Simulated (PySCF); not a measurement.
# P₃⁺: relaxation and vibrations of the singlet

The task is one start of a wider search on P₃⁺: the singlet, from a equilateral triangle start. It is relaxed, tested by its Hessian and followed downhill if it is a saddle.

Method: PBE0, basis P def2-TZVP, no relativity, density fitting; program: PySCF 2.14.0.

### Step 1. Where the work starts

3 atoms, charge 1, spin multiplicity 1.

Bond lengths: P1–P2 2.220 Å, P1–P3 2.220 Å, P2–P3 2.220 Å. Angles: P2–P1–P3 60.0°, P1–P2–P3 60.0°, P1–P3–P2 60.0°.

```xyz
3
charge 1 multiplicity 1
P     0.6409   -1.1100    0.0000
P    -1.2817    0.0000    0.0000
P     0.6409    1.1100    0.0000
```

### Step 2. First SCF at the start

The steps below are one call of a driver around PySCF. For each, scf.py gives the equivalent set-up of the SCF; relaxations use the driver's own optimiser. After this first run the driver tries any further starts and a stability analysis.

scf.py

```python
from pyscf import gto, scf, dft
mol = gto.M(atom='''
P      0.640870    -1.110010     0.000000
P     -1.281720     0.000010     0.000000
P      0.640850     1.110010     0.000000''',
    basis={'P': 'def2-TZVP'},
    charge=1, spin=0)
mf = dft.RKS(mol, xc='PBE0')
mf.grids.atom_grid = (50, 194)
aux = {'P': 'def2-universal-JKFIT'}
mf = mf.density_fit(auxbasis=aux)
mf.conv_tol = 1e-08
mf.diis_space = 10
mf.max_cycle = 60
mf.init_guess = 'minao'
mf.verbose = 4
mf.kernel()
```

Launch:

```bash
$ OMP_NUM_THREADS=2 python axn.py task.json out
```

The log of the run:

```text
init E= -1023.77831896495
  HOMO = -0.283942739664276  LUMO = -0.16265002440236  gap/eV = 3.30054
cycle= 1 E= -1023.3740747737  delta_E= 0.404  |g|= 0.274  |ddm|= 1.79
  HOMO = -0.549205090484375  LUMO = -0.382882255327445  gap/eV = 4.52587
cycle= 2 E= -1023.38633695207  delta_E= -0.0123  |g|= 0.168  |ddm|= 0.572
  HOMO = -0.517792541643083  LUMO = -0.353076307478815  gap/eV = 4.48216
cycle= 3 E= -1023.39122915473  delta_E= -0.00489  |g|= 0.0313  |ddm|= 0.172
  HOMO = -0.517882921530389  LUMO = -0.352573367668585  gap/eV = 4.49830
cycle= 4 E= -1023.39147179229  delta_E= -0.000243  |g|= 0.00702  |ddm|= 0.0287
  HOMO = -0.516147625738295  LUMO = -0.350747671741225  gap/eV = 4.50076
cycle= 5 E= -1023.39148796681  delta_E= -1.62e-05  |g|= 0.00102  |ddm|= 0.00916
  HOMO = -0.516379005394075  LUMO = -0.350948005626379  gap/eV = 4.50161
cycle= 6 E= -1023.39148830613  delta_E= -3.39e-07  |g|= 0.000113  |ddm|= 0.00111
  HOMO = -0.516373277647347  LUMO = -0.350948097707019  gap/eV = 4.50145
cycle= 7 E= -1023.39148829842  delta_E= 7.71e-09  |g|= 0.000182  |ddm|= 0.000257
  HOMO = -0.51637638393813  LUMO = -0.350943955184188  gap/eV = 4.50165
cycle= 8 E= -1023.39148831087  delta_E= -1.25e-08  |g|= 3.91e-06  |ddm|= 0.000167
  HOMO = -0.516377196735433  LUMO = -0.350944469488573  gap/eV = 4.50165
cycle= 9 E= -1023.39148831088  delta_E= -8.41e-12  |g|= 4.26e-07  |ddm|= 8.48e-06
  HOMO = -0.51637712822764  LUMO = -0.350944416056898  gap/eV = 4.50165
Extra cycle  E= -1023.39148831088  delta_E= 1.82e-12  |g|= 2.12e-07  |ddm|= 9.59e-07
converged SCF energy = -1023.39148831088
```

This step, with its further starts and checks, ran for 8.1 s (2 threads of Arm Neoverse V1, shared host).

Energies from each starting density:

```tsv
start	energy (Eh)
the minimal-basis guess	-1023.391488
a thermally smeared density	-1023.391488
a smeared PBE density	-1023.391488
```

The test of internal stability and the other starts found no lower closed-shell solution.

### Step 3. Relaxing the singlet from the equilateral triangle start

The program finds D3h symmetry in the start, which this walk keeps. The walk stops when the largest gradient is under 0.0003 Eh/bohr and the energy has settled too.

scf.py, as its differences from that of step 2:

```diff
@@ -3,3 +3,3 @@
-P      0.640870    -1.110010     0.000000
-P     -1.281720     0.000010     0.000000
-P      0.640850     1.110010     0.000000''',
+P      0.640864    -1.110005     0.000000
+P     -1.281725    -0.000002     0.000000
+P      0.640860     1.110007     0.000000''',
@@ -15 +14,0 @@
-mf.init_guess = 'minao'
```

Steps of the walk:

```tsv
step	energy (Eh)	change (kJ/mol)	largest symmetric gradient (Eh/bohr)
0	-1023.391488	0.00	0.05889
1	-1023.404860	-35.11	0.00748
2	-1023.405005	-35.49	0.00231
3	-1023.405020	-35.53	0.00006
```

The walk took 4.6 s.

Positions (Å) and forces (eV/Å) along the way:

```
step 0
P    0.641  -1.110   0.000  -1.514   2.623   0.000
P   -1.282   0.000   0.000   3.027   0.000   0.000
P    0.641   1.110   0.000  -1.514  -2.623   0.000
step 1
P    0.607  -1.052   0.000  -0.191   0.334   0.000
P   -1.215   0.000   0.000   0.383   0.000   0.000
P    0.607   1.052   0.000  -0.192  -0.334   0.000
step 2
P    0.603  -1.044   0.000   0.060  -0.102   0.000
P   -1.205   0.000   0.000  -0.120   0.000   0.000
P    0.603   1.044   0.000   0.060   0.102   0.000
step 3
P    0.604  -1.046   0.000  -0.001   0.004   0.000
P   -1.207   0.000   0.000   0.002   0.000   0.000
P    0.604   1.046   0.000  -0.001  -0.004   0.000
```

After 3 steps and 35.5 kJ/mol it ends at D3h: P–P 2.091 Å (×3); P–P–P 60.0° (×3).

### Step 4. Frequencies

The point is checked on the finer grid, and tightened if its gradient asks for it. The Hessian and the dipole derivatives come from central differences of analytic gradients, with steps of 0.02 bohr.

scf.py, as its differences from that of step 3:

```diff
@@ -3,3 +3,3 @@
-P      0.640864    -1.110005     0.000000
-P     -1.281725    -0.000002     0.000000
-P      0.640860     1.110007     0.000000''',
+P      0.603741    -1.045706     0.000000
+P     -1.207479    -0.000002     0.000000
+P      0.603737     1.045708     0.000000''',
@@ -9 +9 @@
-mf.grids.atom_grid = (50, 194)
+mf.grids.atom_grid = (75, 302)
@@ -12 +12 @@
-mf.conv_tol = 1e-08
+mf.conv_tol = 1e-10
```

The driver hands on the density of the step before, so the log starts near convergence.

SCF at the final geometry:

```text
init E= -1023.40505255248
  HOMO = -0.523081923760793  LUMO = -0.347555396674854  gap/eV = 4.77632
cycle= 1 E= -1023.40505255246  delta_E= 1.96e-11  |g|= 8.12e-06  |ddm|= 1.08e-05
  HOMO = -0.523081834422894  LUMO = -0.347556249029085  gap/eV = 4.77629
Extra cycle  E= -1023.40505255239  delta_E= 7.23e-11  |g|= 1.65e-05  |ddm|= 2.2e-05
converged SCF energy = -1023.40505255239
```

The whole step took 13 s.

Geometry: D3h; P–P 2.091 Å (×3); P–P–P 60.0° (×3).

Harmonic modes (main isotopes):

```json
{"symmetry": "e'", "ω (cm⁻¹)": "510", "IR (km/mol)": "10.8", "μ (u)": "30.97"}
{"symmetry": "a1'", "ω (cm⁻¹)": "681", "IR (km/mol)": "0.0", "μ (u)": "30.97"}
```

All wavenumbers are real: a minimum.

Constants and moments:

- Dipole moment about the centre of mass: 0.00 D
- Highest occupied level: -14.23 eV
- Lowest empty level: -9.46 eV
- Rotational constants: 0.2489, 0.2489, 0.1244 cm⁻¹
- Zero-point energy: 10.2 kJ/mol
- Principal polarisabilities: 34.9, 64.4, 64.4 bohr³
- Principal traceless quadrupole moments about the centre of mass: -2.18, 1.09, 1.09 D Å
- Entropy at 298.15 K and 1 bar: 261.1 J/(mol K)
- Heat capacity Cp at 298.15 K: 47.2 J/(mol K)
- Enthalpy at 298.15 K above 0 K: 11.37 kJ/mol
- Rotational symmetry number: 6

Populations by atom (charges in e):

| atom | Mulliken | Löwdin | polar tensor | Mayer order to P1 |
| --- | --- | --- | --- | --- |
| P1 | 0.33 | 0.33 | 0.33 | – |
| P2,3 | 0.33 | 0.33 | 0.33 | 1.46 |

Outer orbital energies (eV). occupied: -136.57, -27.81, -20.81, -20.81, -15.67, -15.48, -14.23, -14.23; empty: -9.46, -9.46, -6.27, -5.40.

Mulliken populations on P1: s 5.87, p 8.59, d 0.19, f 0.01.

### Step 5. Would spin polarisation lower it?

At the lowest minimum the closed shell is tested against spin polarisation, on the (50, 194) grid. It is stable.

### Step 6. What came out

| quantity | value |
| --- | --- |
| minimum | singlet, D3h |
| geometry | P–P 2.091 Å (×3); P–P–P 60.0° (×3) |
| wavenumbers (cm⁻¹) | 510 (e'), 681 (a1') |
| dipole moment (centre of mass) | 0.00 D |
| highest occupied, lowest empty level | -14.23, -9.46 eV |
| polar-tensor charge of P1 | +0.33 e |
| zero-point energy | 10.2 kJ/mol |
| entropy at 298.15 K | 261.1 J/(mol K) |

The molecule stays D3h, as typed, and the end point is a minimum. The strongest infrared band lies at 510 cm⁻¹ (e'). Other starts or spin states, not run here, may lie lower.

The search up to here ran for 30 s (2 threads of Arm Neoverse V1, shared host).
